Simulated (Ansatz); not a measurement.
Relative stability

The two ends of one reaction step of CH₇NSi, singlet (PBE0-D4/def2-TZVP).

A:

```json
{"atom": "Si1", "x (Å)": "-1.3334", "y (Å)": "-1.1780", "z (Å)": "-0.3157"}
{"atom": "H2", "x (Å)": "0.7627", "y (Å)": "-0.7861", "z (Å)": "1.0115"}
{"atom": "N3", "x (Å)": "0.4055", "y (Å)": "-0.2999", "z (Å)": "0.1952"}
{"atom": "C4", "x (Å)": "0.2574", "y (Å)": "1.1322", "z (Å)": "0.4802"}
{"atom": "H5", "x (Å)": "-1.2298", "y (Å)": "-0.4848", "z (Å)": "-1.6756"}
{"atom": "H6", "x (Å)": "-0.5333", "y (Å)": "-2.3983", "z (Å)": "-0.7751"}
{"atom": "H7", "x (Å)": "1.0705", "y (Å)": "-0.4504", "z (Å)": "-0.5553"}
{"atom": "H8", "x (Å)": "-0.1018", "y (Å)": "1.6270", "z (Å)": "-0.4214"}
{"atom": "H9", "x (Å)": "1.1983", "y (Å)": "1.5860", "z (Å)": "0.7979"}
{"atom": "H10", "x (Å)": "-0.4963", "y (Å)": "1.2526", "z (Å)": "1.2582"}
```

B:

```
10
angstrom
Si -0.6619 -1.2071 -0.2267
H -1.2204 -1.3586 1.1443
N 0.6279 -0.0772 -0.1701
C 0.4839 1.2602 0.3630
H -1.8058 -0.8293 -1.1135
H -0.1041 -2.4939 -0.7178
H 1.3518 -0.1591 -0.8657
H 0.0818 1.9838 -0.3587
H 1.4427 1.6411 0.7260
H -0.1960 1.2402 1.2191
```

Program: Ansatz 0.2.0. Basis: def2-TZVPP. Cores are frozen in the correlated methods. B3LYP uses VWN-RPA correlation.

(1) Which structure is lower at CCSD(T), and by how much? (An estimate is asked for; the value comes from the calculation.)

T1 diagnostic: at most 0.011.

Results:

(1) By the calculation: B, by 1.380 eV (electronic energy, against the other). By their contacts, A is CH₇NSi ([CH3][NH2][SiH2]) and B is CH₇NSi ([CH3][NH][SiH3]).

All methods give the same order:

```tsv
method	E(B) − E(A) (eV)
SPW92	-1.225
PBE-D4	-1.261
BLYP-D4	-1.322
r2SCAN-D4	-1.446
B97M-V	-1.329
PBE0-D4	-1.352
B3LYP-D4	-1.402
r2SCAN0-D4	-1.473
BHLYP-D4	-1.508
CAM-B3LYP-D4	-1.469
wB97X-V	-1.477
wB97M-V	-1.356
B2PLYP	-1.463
PBE-QIDH	-1.468
RPA on PBE	-1.334
HF	-1.641
MP2	-1.508
CCSD	-1.410
CCSD(T)	-1.380
```

Labels in which every atom is bracketed show which atoms are joined, not bond orders.

For scale, one of the runs: CCSD(T)/def2-TZVPP, 202 basis functions, launched by `ansatz run in.yaml --threads 2 --pin off --events-out ev --progress --plain --max-ram 4352MiB`. The run took 38 s on 2 CPU threads of an Arm Neoverse V2 (shared host), with 2.5 GiB of host memory at its peak.
